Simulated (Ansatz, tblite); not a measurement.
# SiH3(NHEt) (C2H9NSi): rung by rung

An exercise on one series of results from a longer session: the logs are not shown, and one member is left open.

Method: as each input shows; program: Ansatz 0.2.0, Gaussian basis.

The runs, in order: GFN1-xTB, GFN2-xTB, PBE-D4/def2-TZVP, r2SCAN-D4/def2-TZVP, ωB97X-V/def2-TZVP, r2SCAN0-D4/def2-TZVP, revPBE-D4/def2-TZVP, PBE-D4/def2-SVP, PBE0-D4/def2-SVP, HF/STO-3G, CCSD(T)/def2-TZVP, RPA/def2-TZVP.

2 further runs of the same task are left out: 2 set aside as unsound or not needed.

## The structure

The geometry is that of the singlet, from an earlier relaxation (PBE-D4/def2-SVP).

13 atoms, charge 0, spin multiplicity 1.

Bond lengths: C1–C2 1.533 Å, C1–N3 1.457 Å, C1–H9 1.114 Å, C1–H10 1.113 Å, C2–H11 1.110 Å, C2–H12 1.110 Å, C2–H13 1.110 Å, N3–Si4 1.745 Å, N3–H8 1.024 Å, Si4–H5 1.504 Å, Si4–H6 1.516 Å, Si4–H7 1.507 Å. Angles: C2–C1–N3 115.0°, C2–C1–H9 109.4°, C2–C1–H10 109.5°, N3–C1–H9 109.4°, N3–C1–H10 107.9°, H9–C1–H10 105.3°, C1–C2–H11 111.2°, C1–C2–H12 111.4°, C1–C2–H13 111.0°, H11–C2–H12 108.0°, H11–C2–H13 107.5°, H12–C2–H13 107.6°, C1–N3–Si4 124.2°, C1–N3–H8 113.4°, Si4–N3–H8 116.6°, N3–Si4–H5 106.9°, N3–Si4–H6 116.9°, N3–Si4–H7 108.4° and more.

PBE0-D4/def2-TZVP was run before; its log isn't repeated, and its numbers join the tables.

Set-up of the first run:

Tight binding, by tblite at 300 K electronic temperature and without a spin-polarisation term:

```python
tblite.interface.Calculator('GFN1-xTB', numbers, positions, charge=0, uhf=0).singlepoint()
```

Tight binding, by tblite at 300 K electronic temperature and without a spin-polarisation term:

```python
tblite.interface.Calculator('GFN2-xTB', numbers, positions, charge=0, uhf=0).singlepoint()
```

start.molden holds the orbitals of an earlier run on this state, given as this run's starting guess.

File in.yaml:

```yaml
crystal:
  periodic: [false, false, false]
  atoms:
    - {symbol: C, position_ang: [-0.713760, -0.319505, -0.682725]}
    - {symbol: C, position_ang: [0.289200, -1.443376, -0.967444]}
    - {symbol: N, position_ang: [-0.647294, 0.240447, 0.661221]}
    - {symbol: Si, position_ang: [0.431562, 1.527357, 1.135700]}
    - {symbol: H, position_ang: [0.071010, 1.900512, 2.547727]}
    - {symbol: H, position_ang: [1.916601, 1.221327, 1.112553]}
    - {symbol: H, position_ang: [0.221676, 2.691655, 0.202771]}
    - {symbol: H, position_ang: [-0.917809, -0.423888, 1.391910]}
    - {symbol: H, position_ang: [-1.747036, -0.688182, -0.878715]}
    - {symbol: H, position_ang: [-0.555458, 0.510688, -1.406611]}
    - {symbol: H, position_ang: [1.333524, -1.091456, -0.838060]}
    - {symbol: H, position_ang: [0.182148, -1.827804, -2.003305]}
    - {symbol: H, position_ang: [0.135637, -2.297786, -0.275033]}
basis:
  gaussian: {orbitals: def2-TZVP, initial_orbitals: start.molden}
hamiltonian: {xc: pbe, dispersion: d4}
scf: {omitted_lower_state_checks: [starts]}
output: {forces: true, orbitals: {seedname: orbitals}}
```

Started as:

```
$ ansatz run in.yaml --threads 2 --pin off --events-out ev --progress --plain --max-ram 4352MiB
```

Steps of the session up to this table: PBE-D4/def2-TZVP; r2SCAN-D4/def2-TZVP; ωB97X-V/def2-TZVP; r2SCAN0-D4/def2-TZVP; revPBE-D4/def2-TZVP; PBE-D4/def2-SVP; PBE0-D4/def2-SVP; HF/STO-3G; CCSD(T)/def2-TZVP; RPA/def2-TZVP.

One table of the session follows, with a row left open; its other results are not shown here.

It belongs to the step «Binding energy». 

```
              method  binding an atom (eV)
           HF/STO-3G                 3.382
        HF/def2-TZVP                     ?
     PBE-D4/def2-SVP                 3.707
    PBE-D4/def2-TZVP                 3.692
 revPBE-D4/def2-TZVP                 3.624
 r2SCAN-D4/def2-TZVP                 3.646
    PBE0-D4/def2-SVP                 3.667
   PBE0-D4/def2-TZVP                 3.651
r2SCAN0-D4/def2-TZVP                 3.613
   ωB97X-V/def2-TZVP                 3.674
       MP2/def2-TZVP                 3.524
      CCSD/def2-TZVP                 3.483
   CCSD(T)/def2-TZVP                 3.520
```

Estimate the missing values for HF/def2-TZVP.

As computed: binding an atom (eV): 2.706. In the column «binding an atom (eV)» it is the lowest.

Caveats from the session: Free atoms were run apart at each level; binding is atoms less cluster, divided by the number of atoms, without zero-point or spin-orbit terms.
